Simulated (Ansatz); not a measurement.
**HO+ (singlet): wave-function methods side by side at distance O1–H2 = 1.246 Å, aug-cc-pVDZ**

An exercise on one series of results from a longer session: the logs are not shown, and one member is left open.

Program: Ansatz 0.2.0, Gaussian basis. Level of theory: aug-cc-pVDZ, core rule «outside noble gas», up to 1 orbitals frozen. These are calculated values, not measurements.

The runs, in order: UHF; CCSD(T) on RHF; CCSD(T) on UHF; BCCD(T) on RHF; CISD; CCSDT(Q) on RHF; CCSDT(Q) on UHF; CASSCF and MRCISD+Q, 2 electrons in 2 orbitals; CASSCF and NEVPT2, 2 electrons in 2 orbitals; CASSCF and MRCISD+Q, 6 electrons in 5 orbitals; CASSCF and NEVPT2, 6 electrons in 5 orbitals; Full CI; Full CI in the symmetry of the determinant.

30 further runs of the same task are left out: 2 for a known fault of the program, 18 that didn't finish, 10 set aside as unsound or not needed.

## The system

The geometry derives from a PBE0/def2-TZVP stationary point (not a proven minimum). One bond is set to the value named and the two fragments are kept rigid.

2 atoms, charge 1, spin multiplicity 1.

Atoms are counted from 1 here; the program's logs count them from 0.

Bond lengths: O1–H2 1.246 Å.

As a file:

```xyz
2

O     0.00000    0.00000    0.00000
H     0.00000    0.00000    1.24600
```

Set-up of the first run:

Contents of in.yaml:

```yaml
crystal:
  periodic: [false, false, false]
  atoms:
    - {symbol: O, position_ang: [0.000000, 0.000000, 0.000000]}
    - {symbol: H, position_ang: [0.000000, 0.000000, 1.246000]}
basis:
  gaussian: {orbitals: aug-cc-pVDZ}
total_charge: 1
magnetization: {spin_polarized: true, initial_magnetization: 0}
hamiltonian: {xc: hf}
output: {orbitals: {seedname: orbitals}}
```

On the command line:

```console
$ ansatz run in.yaml --threads 1 --pin off --events-out ev --progress --plain --max-ram 2393MiB
```

Among the steps run: UHF; CCSD(T) on RHF; CCSD(T) on UHF; BCCD(T) on RHF; CISD; CCSDT(Q) on RHF; CCSDT(Q) on UHF; CASSCF and MRCISD+Q, 2 electrons in 2 orbitals; CASSCF and NEVPT2, 2 electrons in 2 orbitals; CASSCF and MRCISD+Q, 6 electrons in 5 orbitals; CASSCF and NEVPT2, 6 electrons in 5 orbitals; Full CI; Full CI in the symmetry of the determinant.

One of the session's tables, all rows but one given; the rest of the session is left out.

| method | from FCI (kJ/mol) |
| --- | --- |
| RHF | +500.4 |
| RMP2 | +144.9 |
| CISD | +75.0 |
| RCCSD | +49.6 |
| RCCSD(T) | +23.6 |
| BCCD(T) | +23.6 |
| RCCSDT | +1.5 |
| RCCSDT(Q) | -0.5 |
| CASSCF pair | +389.2 |
| NEVPT2 pair | +51.1 |
| MRCISD pair | +15.3 |
| MRCISD+Q pair | -1.5 |
| CASSCF valence | +315.7 |
| NEVPT2 valence | +51.9 |
| MRCISD valence | +9.7 |
| MRCISD+Q valence | ? |
| FCI | 0 |

Q: Estimate the row for MRCISD+Q valence from the others.

The run gave: from FCI (kJ/mol): -0.1. In the column «from FCI (kJ/mol)» it lies between RCCSDT(Q) (-0.5) and FCI (0).

Among the levels timed on like hardware and quicker than the yardstick, those that no quicker one beats, quickest first: NEVPT2 valence (0.24 s, +51.9 kJ/mol); RCCSD(T) (0.3 s, +23.6 kJ/mol); MRCISD+Q valence (0.6 s, -0.1 kJ/mol). Runs this short are mostly start-up, so their order is noise.

Left out of the table: UHF, UMP2, UCCSD, UCCSD(T), UCCSDT, UCCSDT(Q) (another determinant or state than the rows shown).

Limits of these values: The report flags that the cluster equations may have other roots. The yardstick is full CI for this spin, exact in this basis with these frozen cores. The program flags RCCSDT(Q) as in doubt, so those rows may rest on another solution; read them beside their warnings. RCCSDT(Q), MRCISD+Q pair fall below full CI, which methods that aren't variational can do. Of the multireference levels listed MRCISD+Q valence comes nearest in total energy (-0.1 kJ/mol), which doesn't show that its space is the better one. Warnings in the runs' records: large difference, lower state, other roots.
